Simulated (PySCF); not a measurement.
These 2 structures share the formula C4H11PS. Computed with PBE0-D3(BJ)/def2-SVP geometry optimisation, gas phase (PySCF). Energies are electronic, without zero-point or thermal terms, for one conformer each. No frequencies were run at this level. Point groups hold within 0.08 Å.

Question: Rank from lowest to highest electronic energy at this level (kJ/mol).
A. `[CH3:1][S:2][CH2:3][P:4]([CH3:5])[CH3:6]` with C1–S2–C3–P4 69°, S2–C3–P4–C5 72°
B. `[CH3:1][CH:2]([CH3:3])[CH2:4][PH2:5]=[S:6]` with C1–C2–C4–P5 -61°, C2–C4–P5–S6 -47°

Answer: B (0.0), A (42.4).

```tsv
SMILES	E (Eh)	E rel (kJ/mol)	dipole (D)	point group	A, B, C (MHz)
CC(C)C[PH2]=S	-897.81244	0.0	4.07	C1	3938, 1178, 1121
CSCP(C)C	-897.79631	42.4	1.26	C1	4034, 1246, 1161
```

Q: How do the relative energies change in single points at PBE0/pcSseg-1 (no added dispersion term) on the same geometries?

A: 
```json
{"SMILES": "CC(C)C[PH2]=S", "PBE0-D3(BJ)/def2-SVP (kJ/mol)": "0.0", "PBE0/pcSseg-1 (kJ/mol)": "0.0", "shift": "0.0"}
{"SMILES": "CSCP(C)C", "PBE0-D3(BJ)/def2-SVP (kJ/mol)": "42.4", "PBE0/pcSseg-1 (kJ/mol)": "40.6", "shift": "-1.8"}
```

Each column counts from its own lowest isomer. The order is unchanged; the largest shift is 1.8 kJ/mol.
